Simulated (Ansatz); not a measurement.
System: fcc Au. Method: LDA (plane waves, PAW; Ansatz, a program for electronic structure).

A relaxed, unreconstructed slab of the (110) face has 12 atoms, two equal faces of 11.584 Å² each and an energy of -154377.4041 eV. A bulk cell of 2 atoms with the same orientation and in-plane k mesh has -25729.9104 eV. Energies are extrapolated to zero smearing.

Numerical settings: plane-wave cutoff 500 eV, 14×20×1 k mesh (along the axes of the cell as run), Fermi–Dirac smearing 0.1 eV, scalar-relativistic PAW data made under PBE.

Worked out: γ = (E_slab − N E_bulk per atom)/2A = [-154377.4041 − 12 × (-25729.9104/2)]/(2 × 11.584) = 0.0888 eV/Å². With 16.022 J/m² per eV/Å² this is 1.42 J/m², or 1.03 eV per surface cell and face.
